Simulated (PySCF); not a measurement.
# SiH2: relaxation and vibrations of the triplet

Where does triplet SiH2 go from a linear start, is the end point a minimum, and what are its modes, charges and moments?

Computed with PySCF 2.14.0. Level: PBE0, basis Si def2-TZVP, H def2-TZVP, no relativity, density fitting.

## 1. Starting geometry

3 atoms, charge 0, spin multiplicity 3.

Bond lengths: Si1–H2 1.480 Å, Si1–H3 1.480 Å. Angles: H2–Si1–H3 180.0°.

```xyz
3
charge 0 multiplicity 3
Si    0.0000    0.0000    0.0000
H     0.0000    0.0000    1.4800
H     0.0000    0.0000   -1.4800
```

## 2. The SCF at the typed geometry

One driver script runs all steps and calls PySCF; scf.py shows how it sets up the SCF of each step. The optimiser is the driver's own. After this first run the driver tries any further starts and a stability analysis.

File scf.py:

```python
from pyscf import gto, scf, dft
mol = gto.M(atom='''
Si     0.000000     0.000000     0.000000
H      0.000000     0.000000     1.480000
H      0.000000     0.000000    -1.480000''',
    basis={'Si': 'def2-TZVP', 'H': 'def2-TZVP'},
    charge=0, spin=2)
mf = dft.UKS(mol, xc='PBE0')
mf.grids.atom_grid = (50, 194)
aux = {'Si': 'def2-universal-JKFIT', 'H': 'def2-universal-JKFIT'}
mf = mf.density_fit(auxbasis=aux)
mf.conv_tol = 1e-08
mf.diis_space = 10
mf.max_cycle = 60
mf.init_guess = 'minao'
mf.verbose = 4
mf.kernel()
```

On the command line:

```bash
> OMP_NUM_THREADS=2 python axn.py task.json out
```

The log of the run:

```text
init E= -290.309576836391
[... the frontier-level lines of each cycle are left out ...]
cycle= 1 E= -290.419469197689  delta_E= -0.11  |g|= 0.0761  |ddm|= 0.983
cycle= 2 E= -290.425470851319  delta_E= -0.006  |g|= 0.0366  |ddm|= 0.149
cycle= 3 E= -290.426185934522  delta_E= -0.000715  |g|= 0.0103  |ddm|= 0.0385
cycle= 4 E= -290.426395875265  delta_E= -0.00021  |g|= 0.00245  |ddm|= 0.0288
cycle= 5 E= -290.426406120957  delta_E= -1.02e-05  |g|= 0.000696  |ddm|= 0.00646
cycle= 6 E= -290.426406797918  delta_E= -6.77e-07  |g|= 0.000123  |ddm|= 0.00185
cycle= 7 E= -290.426406812311  delta_E= -1.44e-08  |g|= 3.13e-05  |ddm|= 0.000269
cycle= 8 E= -290.426406813196  delta_E= -8.85e-10  |g|= 2.72e-06  |ddm|= 5.58e-05
Extra cycle  E= -290.426406813207  delta_E= -1.05e-11  |g|= 9.03e-07  |ddm|= 6.02e-06
converged SCF energy = -290.426406813207  <S^2> = 2.0243629  2S+1 = 3.0161982
```

This step, with its further starts and checks, took 2.5 s on 2 threads of Arm Neoverse V2, shared host.

Energies from each starting density:

```
                      start  energy (Eh)
    the minimal-basis guess  -290.426407
a thermally smeared density  -290.426407
      a smeared PBE density  -290.426407
```

No lower solution of this spin turned up from the other starts or in the test of internal stability.

## 3. Relaxation: linear start, triplet

The program finds D∞h symmetry in the start, which this walk keeps. The walk stops when the largest gradient is under 0.0003 Eh/bohr and the energy has settled too.

Edit scf.py of step 2 so:

```diff
@@ -15 +14,0 @@
-mf.init_guess = 'minao'
```

Steps of the walk:

```
step  energy (Eh)  change (kJ/mol)  largest symmetric gradient (Eh/bohr)
   0  -290.426407             0.00                               0.00729
   1  -290.426675            -0.70                               0.00148
   2  -290.426686            -0.73                               0.00007
```

The walk took 1 s.

Positions (Å) and forces (eV/Å) along the way:

```
step 0
Si   0.000   0.000   0.000   0.000   0.000   0.000
H    0.000   0.000   1.480   0.000   0.000  -0.375
H    0.000   0.000  -1.480   0.000   0.000   0.375
step 1
Si   0.000   0.000   0.000   0.000   0.000   0.000
H    0.000   0.000   1.464   0.000   0.000  -0.076
H    0.000   0.000  -1.464   0.000   0.000   0.076
step 2
Si   0.000   0.000   0.000   0.000   0.000   0.000
H    0.000   0.000   1.460   0.000   0.000   0.004
H    0.000   0.000  -1.460   0.000   0.000  -0.004
```

After 2 steps and 0.7 kJ/mol it ends at D∞h: Si–H 1.460 Å (×2); H–Si–H 180.0°.

## 4. Vibrations and properties at this point

The point is checked on the finer grid, and tightened if its gradient asks for it. The Hessian and the dipole derivatives come from central differences of analytic gradients, with steps of 0.02 bohr.

Edit scf.py of step 3 so:

```diff
@@ -3,3 +3,3 @@
-Si     0.000000     0.000000     0.000000
-H      0.000000     0.000000     1.480000
-H      0.000000     0.000000    -1.480000''',
+Si     0.000000    -0.000000    -0.000000
+H      0.000000    -0.000000     1.459992
+H     -0.000000     0.000000    -1.459992''',
@@ -9 +9 @@
-mf.grids.atom_grid = (50, 194)
+mf.grids.atom_grid = (75, 302)
@@ -12 +12 @@
-mf.conv_tol = 1e-08
+mf.conv_tol = 1e-10
```

The driver hands on the density of the step before, so the log starts near convergence.

Log of the central SCF (cycles and frontier levels):

```text
init E= -290.426683140104
[... the frontier-level lines of each cycle are left out ...]
cycle= 1 E= -290.426683140104  delta_E= 5.68e-14  |g|= 3.07e-07  |ddm|= 6.41e-07
Extra cycle  E= -290.426683140103  delta_E= 5.68e-13  |g|= 1.86e-07  |ddm|= 3.9e-07
converged SCF energy = -290.426683140103  <S^2> = 2.0234002  2S+1 = 3.0155598
```

The whole step took 5.2 s.

Geometry: D∞h; Si–H 1.460 Å (×2); H–Si–H 180.0°.

Harmonic modes (main isotopes):

```json
{"symmetry": "πu", "ω (cm⁻¹)": "1369i", "IR (km/mol)": "842", "type": "bend"}
{"symmetry": "σg+", "ω (cm⁻¹)": "2303", "IR (km/mol)": "0.0", "type": "stretch"}
{"symmetry": "σu+", "ω (cm⁻¹)": "2410", "IR (km/mol)": "13.5", "type": "stretch"}
```

2 modes are imaginary, the largest at 1369i cm⁻¹: a saddle point, not a minimum.

Properties at this point:

* Dipole moment: 0.00 D
* Highest occupied level: -5.80 eV
* Lowest empty level: -2.25 eV
* Rotational constants: 3.924 cm⁻¹
* Zero-point energy (real modes): 28.2 kJ/mol
* Principal polarisabilities: 33.7, 33.7, 34.3 bohr³
* Atomisation energy without zero-point energy: 460 kJ/mol
* Principal traceless quadrupole moments about the centre of mass: -1.66, -1.66, 3.32 D Å
* Spin squared ⟨S²⟩: 2.023

Populations by atom (charges in e):

```tsv
atom	Mulliken	Löwdin	polar tensor	spin (Mulliken)	Mayer order to Si1
Si1	-0.23	-0.01	-0.65	2.20	–
H2,3	0.11	0.00	0.33	-0.10	0.92
```

Outer orbital energies (eV). α occupied: -145.57, -100.34, -100.34, -100.10, -15.22, -11.29, -5.80, -5.80; empty: -2.25, 3.87, 3.93, 4.47. β occupied: -1802.99, -145.33, -99.96, -99.91, -99.91, -13.89, -11.26; empty: -1.74, -1.74, -1.05, 4.29.

Mulliken populations on Si1: s 5.32, p 8.85, d 0.04, f 0.01.

## 5. Leaving the saddle point

The start is the last point, displaced along its most imaginary mode.

The program finds C2v symmetry in the start, which this walk keeps. The walk stops when the largest gradient is under 0.0003 Eh/bohr and the energy has settled too.

Edit scf.py of step 4 so:

```diff
@@ -3,3 +3,3 @@
-Si     0.000000    -0.000000    -0.000000
-H      0.000000    -0.000000     1.459992
-H     -0.000000     0.000000    -1.459992''',
+Si    -0.005512    -0.006660    -0.000000
+H      0.076509     0.092447     1.459992
+H      0.076509     0.092447    -1.459992''',
@@ -9 +9 @@
-mf.grids.atom_grid = (75, 302)
+mf.grids.atom_grid = (50, 194)
@@ -12 +12 @@
-mf.conv_tol = 1e-10
+mf.conv_tol = 1e-08
```

The optimiser's trace:

```
step  energy (Eh)  change (kJ/mol)  largest symmetric gradient (Eh/bohr)
   0  -290.430349             0.00                               0.02153
   1  -290.446176           -41.56                               0.02630
   2  -290.457660           -71.71                               0.01882
   3  -290.460580           -79.37                               0.01354
   4  -290.462193           -83.61                               0.00207
   5  -290.462221           -83.68                               0.00036
   6  -290.462222           -83.68                               0.00000
```

The walk took 2.7 s.

Geometry (Å) and forces (eV/Å) at some steps:

```
step 0
Si  -0.006  -0.007   0.000  -0.916  -1.107   0.000
H    0.077   0.092   1.460   0.458   0.553  -0.068
H    0.077   0.092  -1.460   0.458   0.553   0.068
step 1
Si  -0.104  -0.126   0.000  -1.119  -1.353   0.000
H    0.126   0.152   1.438   0.559   0.676  -0.282
H    0.126   0.152  -1.438   0.559   0.676   0.282
step 3
Si  -0.255  -0.308   0.000   0.192   0.229   0.000
H    0.201   0.243   1.351  -0.096  -0.115  -0.696
H    0.201   0.243  -1.351  -0.096  -0.115   0.696
step 6
Si  -0.273  -0.330   0.000   0.002  -0.001   0.000
H    0.210   0.254   1.278  -0.001   0.001   0.000
H    0.210   0.254  -1.278  -0.001   0.001   0.000
```

End point (C2v, 6 steps, 83.7 kJ/mol gained): Si–H 1.486 Å (×2); H–Si–H 118.7°.

## 6. Is it a minimum? Harmonic modes

The same treatment as at the point before.

Edit scf.py of step 5 so:

```diff
@@ -3,3 +3,3 @@
-Si    -0.005512    -0.006660    -0.000000
-H      0.076509     0.092447     1.459992
-H      0.076509     0.092447    -1.459992''',
+Si    -0.032467    -0.039230    -0.000000
+H      0.450639     0.544512     1.278409
+H      0.450639     0.544512    -1.278409''',
@@ -9 +9 @@
-mf.grids.atom_grid = (50, 194)
+mf.grids.atom_grid = (75, 302)
@@ -12 +12 @@
-mf.conv_tol = 1e-08
+mf.conv_tol = 1e-10
```

SCF at the final geometry:

```text
init E= -290.462220804578
[... the frontier-level lines of each cycle are left out ...]
cycle= 1 E= -290.462220804581  delta_E= -3.13e-12  |g|= 2.55e-06  |ddm|= 5.94e-06
Extra cycle  E= -290.462220804581  delta_E= 3.98e-13  |g|= 1.57e-06  |ddm|= 3.62e-06
converged SCF energy = -290.462220804581  <S^2> = 2.0032677  2S+1 = 3.0021777
```

The whole step took 6 s on 2 threads of Arm Neoverse V2, shared host.

Geometry: C2v; Si–H 1.486 Å (×2); H–Si–H 118.7°.

Harmonic modes (main isotopes):

```tsv
symmetry	ω (cm⁻¹)	IR (km/mol)	μ (u)	type
a1	882	57.4	1.06	bend
a1	2182	10.8	1.03	stretch
b2	2247	60.7	1.06	stretch
```

All wavenumbers are real: a minimum.

Constants and moments:

```
Dipole moment                                                   : 0.04 D
Highest occupied level                                          : -5.76 eV
Lowest empty level                                              : -3.21 eV
Rotational constants                                            : 15.62, 5.117, 3.854 cm⁻¹
Zero-point energy                                               : 31.8 kJ/mol
Principal polarisabilities                                      : 27.0, 27.2, 34.0 bohr³
Atomisation energy without zero-point energy                    : 553 kJ/mol
Principal traceless quadrupole moments about the centre of mass : -1.71, 0.76, 0.95 D Å
Entropy at 298.15 K and 1 bar (electronic part: spin only)      : 215.2 J/(mol K)
Heat capacity Cp at 298.15 K                                    : 35.5 J/(mol K)
Enthalpy at 298.15 K above 0 K                                  : 10.07 kJ/mol
Rotational symmetry number                                      : 2
Spin squared ⟨S²⟩                                               : 2.003
```

Populations by atom (charges in e):

| atom | Mulliken | Löwdin | polar tensor | spin (Mulliken) | Mayer order to Si1 |
| --- | --- | --- | --- | --- | --- |
| Si1 | -0.07 | 0.07 | 0.22 | 1.89 | – |
| H2,3 | 0.04 | -0.04 | -0.11 | 0.06 | 0.94 |

Outer orbital energies (eV). α occupied: -145.59, -100.33, -100.32, -100.13, -15.00, -10.57, -7.52, -5.76; empty: 0.56, 1.03, 4.01, 4.45. β occupied: -1803.09, -145.34, -100.00, -99.96, -99.89, -13.59, -10.07; empty: -3.21, -1.68, 1.41, 2.13.

Mulliken populations on Si1: s 5.48, p 8.49, d 0.09, f 0.01.

## 7. All stationary points

| spin | group | bonds | imaginary modes (cm⁻¹) | ΔE (kJ/mol) | with zero-point energy |
| --- | --- | --- | --- | --- | --- |
| triplet | C2v | Si–H 1.486 Å (×2) | none | 0.0 | 0.0 |
| triplet | D∞h | Si–H 1.460 Å (×2) | 1369i, 1369i | 93.3 | – |

## 8. What came out

| quantity | value |
| --- | --- |
| minimum | triplet, C2v |
| geometry | Si–H 1.486 Å (×2); H–Si–H 118.7° |
| wavenumbers (cm⁻¹) | 882 (a1), 2182 (a1), 2247 (b2) |
| dipole moment | 0.04 D |
| highest occupied, lowest empty level (either spin) | -5.76, -3.21 eV |
| polar-tensor charge of Si1 | +0.22 e |
| zero-point energy | 31.8 kJ/mol |
| entropy at 298.15 K | 215.2 J/(mol K) |
| atomisation energy (no zero-point energy) | 553 kJ/mol |
| ⟨S²⟩ | 2.003 |

From D∞h at the start the molecule goes to a C2v minimum, after a stop at a second-order saddle point 93.3 kJ/mol higher, from which it was pushed off along an imaginary mode. The strongest infrared band lies at 2247 cm⁻¹ (b2, stretch). Most of the spin sits on Si1 (Mulliken spin 1.89, against 2 for the whole molecule). Only this shape and spin were tried, so other structures or states may lie lower.

The search up to here took 18 s.
